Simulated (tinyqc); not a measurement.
Extended Hueckel theory, for LiF-, step by step. The parameters take no account of the charge, which enters only through the electron count, and nothing here shows that the anion is bound. Computed by tinyqc, a small Python program that keeps every step (integrals from PySCF). Settings: charge = -1, K = 1.75, weighted = 1, multiplicity = 2. Command: `OMP_NUM_THREADS=1 python tinyqc.py 21074 21075 out.jsonl` (the two numbers bound the seeds that draw the settings). One thread of a shared host (Intel(R) Xeon(R) Processor @ 2.60GHz), about 0.01 s of CPU time with the checks.

## Overlaps

Geometry (angstrom):
```
atom        x        y        z
Li    0.00000  0.00000  0.00000
F     0.00000  0.00000  1.60400
```

Parameters chosen for this run:
```
element  shell  Slater exponent  H_ii (eV)
F           2s          2.42500  -40.00000
F           2p          2.42500  -18.10000
Li          2s          0.65000   -5.40000
Li          2p          0.65000   -3.50000
```

Slater orbitals, each expanded in six Gaussians scaled to its exponent.

overlap S, lower triangle:
```
           1Li 2s  1Li 2px  1Li 2py   1Li 2pz    2F 2s   2F 2px   2F 2py   2F 2pz
1Li 2s    1.00000
1Li 2px   0.00000  1.00000
1Li 2py   0.00000  0.00000  1.00000
1Li 2pz   0.00000  0.00000  0.00000   1.00000
2F 2s     0.27029  0.00000  0.00000   0.40837  1.00000
2F 2px    0.00000  0.13187  0.00000   0.00000  0.00000  1.00000
2F 2py    0.00000  0.00000  0.13187   0.00000  0.00000  0.00000  1.00000
2F 2pz   -0.07014  0.00000  0.00000  -0.07786  0.00000  0.00000  0.00000  1.00000
```

## Wolfsberg-Helmholz matrix

diagonal H_ii (eV): 1Li 2s -5.40000, 1Li 2px -3.50000, 1Li 2py -3.50000, 1Li 2pz -3.50000, 2F 2s -40.00000, 2F 2px -18.10000, 2F 2py -18.10000, 2F 2pz -18.10000

K = 1.75000

H_ij = K' S_ij (H_ii + H_jj)/2 for i != j (the diagonal keeps H_ii), with K' = K + D^2 + D^4 (1 - K), D = (H_ii - H_jj)/(H_ii + H_jj), K = 1.75.

H (eV), lower triangle:
```
            1Li 2s   1Li 2px   1Li 2py    1Li 2pz      2F 2s     2F 2px     2F 2py     2F 2pz
1Li 2s    -5.40000
1Li 2px    0.00000  -3.50000
1Li 2py    0.00000   0.00000  -3.50000
1Li 2pz    0.00000   0.00000   0.00000   -3.50000
2F 2s    -12.74860   0.00000   0.00000  -18.49496  -40.00000
2F 2px     0.00000  -2.91997   0.00000    0.00000    0.00000  -18.10000
2F 2py     0.00000   0.00000  -2.91997    0.00000    0.00000    0.00000  -18.10000
2F 2pz     1.63013   0.00000   0.00000    1.72420    0.00000    0.00000    0.00000  -18.10000
```

## Orbitals

valence electrons = 9

Solve H C = S C e through S^(-1/2); fill by pairs from the bottom, a degenerate level sharing its electrons equally; each orbital has its largest coefficient positive (the first on a tie).

orbital energies (eV): -40.21898  -18.11926  -18.11926  -18.11090  -4.83534  -3.07926  -3.07926  11.74465

occupations: 2.00000  2.00000  2.00000  2.00000  1.00000  0.00000  0.00000  0.00000

coefficients:
```
             MO1       MO2      MO3       MO4       MO5       MO6       MO7       MO8
1Li 2s   0.05207   0.00000  0.00000  -0.02017   0.85911   0.00000   0.00000   0.60233
1Li 2px  0.00000  -0.02442  0.02659   0.00000   0.00000  -0.36114   0.94126   0.00000
1Li 2py  0.00000   0.02659  0.02442   0.00000   0.00000   0.94126   0.36114   0.00000
1Li 2pz  0.05446   0.00000  0.00000  -0.01151  -0.51234   0.00000   0.00000   0.98235
2F 2s    0.96153   0.00000  0.00000   0.01307  -0.03884   0.00000   0.00000  -0.62752
2F 2px   0.00000  -0.67269  0.73261   0.00000   0.00000   0.06044  -0.15753   0.00000
2F 2py   0.00000   0.73261  0.67269   0.00000   0.00000  -0.15753  -0.06044   0.00000
2F 2pz   0.00627   0.00000  0.00000   0.99747   0.03156   0.00000   0.00000   0.13638
```

sum of one-electron energies = -193.97215 eV

Within a degenerate level the vectors are fixed only up to a rotation; this is one choice.

## Mulliken analysis

P = C n C^T; charge = valence electrons (F 7, Li 1) minus the sum of (P S)_ii on the atom; overlap population = 2 sum P_ij S_ij between two atoms.

charges: 1Li -0.10970, 2F -0.89030

Overlap populations:
```
pair     value
2-1   0.182974
```
